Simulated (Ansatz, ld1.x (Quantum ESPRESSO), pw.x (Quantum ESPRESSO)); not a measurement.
Equation-of-state test of one RRKJ potential (iridium)

```json
{
  "Element": "Ir",
  "Generator": "ld1.x (Quantum ESPRESSO) 7.5",
  "Type": "norm-conserving RRKJ (Kleinman–Bylander form)",
  "Functional": "LDA (PW92)",
  "Relativity": "scalar-relativistic",
  "Frozen core": "[Xe] 4f14",
  "Valence charge": "9",
  "Reference configuration": "5d7 6s1.75 6p0.25",
  "Partial waves": "6p (bound): rc 2.46 bohr; 5d (bound): rc 1.92 bohr; 6s (bound): rc 2.16 bohr",
  "Local potential": "the s channel",
  "Core correction": "a·sin(br)/r model core, default radius (core density twice the valence density)"
}
```

Atomic tests: cutoffs needed: 35 Ry and 40 Ry (the cutoffs (Ry, on a coarse ladder) from which the occupation-weighted sum of valence levels, in a spherical-Bessel basis at the reference potential, stays within 10 and 1 mRy of its value at 400 Ry); ghost test: no extra level below or beside the all-electron valence levels (p, d, s, f tested) (spherical-Bessel basis up to 400 Ry, 20 bohr box); largest excitation error: -142 meV (all-electron minus pseudo) for 5d6 6s0 6p0, out of 7 test configurations.

Crystal test: sc Ir in pw.x 7.5, no spin, 13³ k-points, Fermi–Dirac smearing 0.01 Ry, cutoffs 50/200 Ry. The reference is all-electron LAPW (Ansatz 0.2.0) with the same functional, mesh and smearing; V0 and B0 come from Birch–Murnaghan fits to the pressures at five volumes. Errors are pseudo minus all-electron; Δ is the rms difference of the E(V) curves that follow from these fits, minima aligned, over ±6 % about the mean V0. Mesh and smearing are coarse, so the numbers serve the comparison and aren't converged zero-temperature values; the lattice is a test structure that the element need not adopt.

```tsv
V (Å³/atom)	P all-electron (GPa)	P pseudo (GPa)
15.253	19.40	34.86
15.655	10.09	23.99
16.056	2.06	14.56
16.457	-4.87	6.38
16.859	-10.85	-0.67
```

All-electron: a0 = 2.529 Å (V0 = 16.17 Å³/atom), B0 = 288.0 GPa.

Pseudopotential: mean pressure error (GPa): +12.66; a0 (Å): 2.562; a0 error (%): +1.32; B0 error (%): -2.9; Δ (meV/atom): 40.5. This is a poor potential for the solid.

Q: At the middle volume, how do free energy and pressure move when the wave cutoff is lowered (ecutrho kept at four times it)?

A:

```csv
cutoff (Ry),shift of F (meV/atom),shift of P (GPa)
22,+5839.4,-227.62
30,+549.4,-37.60
40,+4.7,-0.85
```

Input at the middle volume:

```
&control
  calculation='scf', prefix='x', pseudo_dir='./', outdir='./tmp', tstress=.true., disk_io='none'
/
&system
  ibrav=0, nat=1, ntyp=1, ecutwfc=50, ecutrho=200, nbnd=12,
  occupations='smearing', smearing='fd', degauss=0.01
/
&electrons
  conv_thr=1e-09, mixing_beta=0.4, electron_maxstep=70
/
ATOMIC_SPECIES
Ir 1.0 Ir.UPF
CELL_PARAMETERS angstrom
  2.52277849 0.00000000 0.00000000
  0.00000000 2.52277849 0.00000000
  0.00000000 0.00000000 2.52277849
ATOMIC_POSITIONS crystal
Ir 0.0000 0.0000 0.0000
K_POINTS automatic
13 13 13 0 0 0
```

```bash
pw.x < Ir.scf.in > Ir.scf.out
```

Lines of the output:

```
Message from routine setup:
     using ibrav=0 with symmetry is DISCOURAGED, use correct ibrav instead
     lattice parameter (alat)  =       4.7674  a.u.
     unit-cell volume          =     108.3513 (a.u.)^3
     number of electrons       =         9.00
     number of Kohn-Sham states=           12
     kinetic-energy cutoff     =      50.0000  Ry
     charge density cutoff     =     200.0000  Ry
     scf convergence threshold =      1.0E-09
     Exchange-correlation= PW
     number of k points=    84  Fermi-Dirac smearing, width (Ry)=  0.0100
     iteration #  1     ecut=    50.00 Ry     beta= 0.40
     total energy              =     -59.26279487 Ry
     estimated scf accuracy    <       0.00422381 Ry
     iteration #  2     ecut=    50.00 Ry     beta= 0.40
     total energy              =     -59.26298433 Ry
     estimated scf accuracy    <       0.00068120 Ry
     iteration #  3     ecut=    50.00 Ry     beta= 0.40
     total energy              =     -59.26299731 Ry
     estimated scf accuracy    <       0.00010155 Ry
     iteration #  4     ecut=    50.00 Ry     beta= 0.40
     total energy              =     -59.26299984 Ry
     estimated scf accuracy    <       0.00000032 Ry
     iteration #  5     ecut=    50.00 Ry     beta= 0.40
     total energy              =     -59.26299990 Ry
     estimated scf accuracy    <       0.00000007 Ry
     iteration #  6     ecut=    50.00 Ry     beta= 0.40
     the Fermi energy is    16.0814 ev
!    total energy              =     -59.26299991 Ry
     estimated scf accuracy    <          3.9E-10 Ry
     smearing contrib. (-TS)   =      -0.00665857 Ry
     The total energy is F=E-TS. E is the sum of the following terms:
     one-electron contribution =      14.49891826 Ry
     hartree contribution      =       3.12640638 Ry
     xc contribution           =     -28.67446618 Ry
     ewald contribution        =     -48.20719979 Ry
     convergence has been achieved in   6 iterations
          total   stress  (Ry/bohr**3)                   (kbar)     P=      145.55
     Message from routine punch:
     Nothing written, as per user request (disk_io='none')
```

The run at the middle volume (84 k-points, 6 iterations) took about 6.2 s on one core of a shared host (Neoverse-V1, 32 threads, 247 GiB, load 20).
